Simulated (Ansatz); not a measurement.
Ansatz (a first-principles code) input (B3LYP-D3(BJ)/def2-TZVP):

Ansatz 0.2 input:
```yaml
crystal:
  periodic: [false, false, false]
  atoms:
    - {symbol: F, position_ang: [-0.00174374, 0.01626511, 0.65833520]}
    - {symbol: F, position_ang: [-0.03443531, 0.03513780, -0.63479740]}
basis:
  gaussian:
    orbitals: def2-TZVP
hamiltonian:
  xc: b3lyp
  dispersion: d3bj
total_charge: 1
magnetization: {spin_polarized: true, initial_magnetization: 1}
relax: {f_tol: 0.002, max_steps: 150}
```

End of the output:

```
integrals: 0.01 GiB planned
312 factors; their error is unknown
mean field: 0.13 GiB planned
mean field evaluation 1: about -5414.4445 eV, gradient 2.4e1 eV
mean field evaluation 2: about -5415.0725 eV, gradient 1.7e1 eV
mean field evaluation 4: about -5415.7293 eV, gradient 2.9e-1 eV
mean field evaluation 8: about -5415.7518 eV, gradient 1.3e-3 eV
mean field evaluation 16: about -5415.7518 eV, gradient 5.0e-5 eV
mean field -5415.75178017 eV, -199.0252069929 hartree, gradient 5.0e-5 eV, S^2 0.752985; 0 other end points of the search recorded, 0 dependent functions left out
the calculation of the forces begins
reference -5415.75188580 eV, -199.0252108747 hartree; 9, 8 occupied and 53, 54 virtual orbitals, 312 factors
relax step   1: F+E_penalty+E_count = -5415.75929046 eV  Δ(F+E_penalty+E_count) = +0.000e0 eV  max|allowed force component| = 3.135e-2 eV/Å  Δτ_max = 0.0000 Å  (29 SCF iters, accepted)
these checks for a lower state are left out or cut short: starts, cluster_reference, orbital_swaps, neighbouring_geometries, increment
integrals: 0.01 GiB planned
312 factors; their error is unknown
mean field: 0.13 GiB planned
mean field -5415.75178824 eV, -199.0252072896 hartree, gradient 1.1e-5 eV, S^2 0.752985; 0 other end points of the search recorded, 0 dependent functions left out
the calculation of the forces begins
reference -5415.75189386 eV, -199.0252111710 hartree; 9, 8 occupied and 53, 54 virtual orbitals, 312 factors
relax step   2: F+E_penalty+E_count = -5415.75929855 eV  Δ(F+E_penalty+E_count) = -8.093e-6 eV  max|allowed force component| = 1.114e-2 eV/Å  Δτ_max = 0.0002 Å  (33 SCF iters, accepted)
these checks for a lower state are left out or cut short: starts, cluster_reference, orbital_swaps, neighbouring_geometries, increment
integrals: 0.01 GiB planned
312 factors; their error is unknown
mean field: 0.13 GiB planned
mean field evaluation 32: about -5415.7518 eV, gradient 1.1e-5 eV
mean field -5415.75178940 eV, -199.0252073321 hartree, gradient 1.1e-5 eV, S^2 0.752984; 0 other end points of the search recorded, 0 dependent functions left out
the calculation of the forces begins
reference -5415.75189502 eV, -199.0252112134 hartree; 9, 8 occupied and 53, 54 virtual orbitals, 312 factors
relax step   3: F+E_penalty+E_count = -5415.75929972 eV  Δ(F+E_penalty+E_count) = -1.169e-6 eV  max|allowed force component| = 1.509e-5 eV/Å  Δτ_max = 0.0001 Å  (32 SCF iters, accepted)
integrals: 0.01 GiB planned
312 factors; their error is unknown
mean field: 0.13 GiB planned
mean field -5415.75178940 eV, -199.0252073321 hartree, gradient 1.1e-5 eV, S^2 0.752984; 1 other end points of the search recorded, 0 dependent functions left out
the calculation of the forces begins
reference -5415.75189502 eV, -199.0252112134 hartree; 9, 8 occupied and 53, 54 virtual orbitals, 312 factors
Total energy: -5415.75940534 eV, -199.0254872126 hartree
Atom 0 at    -0.001751     0.016269     0.658040 Å, force     0.000000    -0.000000     0.000015 eV/Å
Atom 1 at    -0.034428     0.035133    -0.634502 Å, force    -0.000000     0.000000    -0.000015 eV/Å
Dipole moment:    -0.000000    -0.000000     0.000000 e Å
```
